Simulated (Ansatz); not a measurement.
System: 1T (CdI2-type) TiS₂. Method: PBEsol (Ansatz, a first-principles code, PAW).

Rigid layers of the crystal as relaxed at this level are moved apart or together:

```tsv
run	k mesh	layer repeat (Å)	energy against free layers (meV/Å²)	gap on the mesh (eV)
1	12×12×6	5.4	-5.22	0.000
2	12×12×6	5.55	-6.51	0.000
3	12×12×6	5.7	-6.59	0.000
4	12×12×6	5.9	-5.91	0.000
5	12×12×6	6.2	-4.17	0.000
6	12×12×6	6.7	-1.84	0.000
7	12×12×6	7.7	-0.34	0.000
8	12×12×4	9.7	-0.01	0.000
```

The lowest energy of these points lies at a layer repeat of 5.70 Å.

Note: the cell comes from a level without a dispersion term, which matters for the spacing of layers, chains or molecules.
